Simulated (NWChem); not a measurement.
System: SiH₂, triplet; SMILES of the neutral closed-shell parent [SiH2]

```xyz
3

Si     0.0000     0.0000     0.0955
H      1.2983     0.0000    -0.6682
H     -1.2983     0.0000    -0.6682
```
Atoms are numbered in this order, from 1.

Results from NWChem. Pople sets run with spherical d functions. Spin-unrestricted. In the optimisation the excess spin sits in a1 and b2 (C2v, its own frame). All runs use the structure optimised with PBE-D3(BJ)/def2-SVP, spin-unrestricted. The spin multiplicity was typed, not searched, and may not be the lowest. No stability test was run on the SCF state.

Problem. Taking UHF/6-311++G** as the yardstick, which of these has the fewest basis functions while keeping “dipole (D)” within 0.2 D of it: UHF/STO-3G; UHF/6-31+G*; UHF/6-311G**; UHF/6-31G*; UHF/3-21G?

Solution. UHF/3-21G.
```csv
level,basis functions,dipole (D)
UHF/STO-3G,11,0.88
UHF/3-21G,17,0.41
UHF/6-31G*,22,0.32
UHF/6-31+G*,26,0.39
UHF/6-311G**,38,0.43
UHF/6-311++G**,44,0.38
```

The yardstick is one finite set, not the basis-set limit.
